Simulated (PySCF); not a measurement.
Two species compared at the same levels of theory.

First species: C₅H₉N.
Numbering: `[CH2:1]=[N:2]/[CH:3]=[CH:4]/[CH2:5][CH3:6]` (hydrogens: H7, H8 on C1; H9 on C3; H10 on C4; H11, H12 on C5; H13, H14, H15 on C6)

Structure used (GFN2-xTB), in Å, numbered top down from 1:
```
atom  x, y, z in Å
C1     3.2733    0.4901   -0.2166
N2     2.1156    0.7023   -0.6661
C3     1.0661   -0.1085   -0.2904
C4    -0.1551    0.1039   -0.7776
C5    -1.3600   -0.7028   -0.4349
C6    -2.4654    0.1786    0.1488
H7     3.5287   -0.3216    0.4757
H8     4.0749    1.1418   -0.5294
H9     1.2643   -0.9264    0.4084
H10   -0.2999    0.9276   -1.4627
H11   -1.7363   -1.1837   -1.3434
H12   -1.0953   -1.4862    0.2782
H13   -2.7514    0.9511   -0.5615
H14   -3.3430   -0.4192    0.3833
H15   -2.1209    0.6609    1.0607
```

Second species: C5H9N.
SMILES with atom numbers: `[CH2:1]=[CH:2][CH2:3][C@H:4]1[CH2:5][NH:6]1` (hydrogens: H7, H8 on C1; H9 on C2; H10, H11 on C3; H12 on C4; H13, H14 on C5; H15 on N6)

Structure used (GFN2-xTB), in Å, numbered top down from 1:
```xyz
15
C5H9N angstrom
C      2.4410   -0.9268   -0.3194
C      1.2646   -0.7685    0.2565
C      0.5486    0.5400    0.3797
C     -0.8138    0.4724   -0.2792
C     -1.9705   -0.1072    0.4383
N     -1.8428    1.3235    0.2712
H      2.9197   -1.8890   -0.3884
H      2.9813   -0.0951   -0.7421
H      0.7405   -1.6192    0.6735
H      0.3988    0.7844    1.4339
H      1.1379    1.3378   -0.0770
H     -0.7753    0.3313   -1.3581
H     -1.8378   -0.4499    1.4555
H     -2.7231   -0.6510   -0.1216
H     -2.4733    1.7255   -0.4146
```

Levels: PBE0/pcSseg-1 for dipole moment, HOMO energy, LUMO energy and HOMO–LUMO gap; GFN2-xTB for rotational constant A and rotational constant C. Geometries: GFN2-xTB. Each structure is a single optimised conformer of the isolated species, non-relativistic unless stated; the electronic structure was computed with PySCF and density fitting.

The conformers computed, where there is a choice (atom-mapped SMILES and torsion angles):
- `[CH2:1]=[N:2]/[CH:3]=[CH:4]/[CH2:5][CH3:6]`: C1–N2–C3–C4 -179°, C3–C4–C5–C6 122°
- `[CH2:1]=[CH:2][CH2:3][C@H:4]1[CH2:5][NH:6]1`: C1–C2–C3–C4 122°, C2–C3–C4–C5 82°

Problem. Which has the higher dipole moment?

Solution. The second: 1.52 D against 1.41 D, a difference of 0.11 D.

Problem. Which has the higher rotational constant A?

Solution. The first: 16.613 GHz against 11.855 GHz, a difference of 4.758 GHz.

Problem. Which has the higher LUMO energy?

Solution. The second: 0.45 eV against -0.95 eV, a difference of 1.40 eV.

Problem. Which of the two has the higher HOMO energy, and by how much?

Solution. The first: -6.91 eV against -7.02 eV, a difference of 0.11 eV.

Problem. Which of the two has the higher HOMO–LUMO gap, and by how much?

Solution. The second: 7.47 eV against 5.96 eV, a difference of 1.51 eV.

Problem. Which of the two has the higher rotational constant C, and by how much?

Solution. The second: 1.715 GHz against 1.360 GHz, a difference of 0.355 GHz.

On the first: The dipole matches unit charges of opposite sign 0.29 Å apart (1 e·Å = 4.8032 D). A dipole of 1.41 D is allowed in C1, and pure rotational transitions are dipole-allowed.

On the second: The dipole equals about 5.1 × 10⁻³⁰ C·m (1 D = 3.33564 × 10⁻³⁰ C·m).
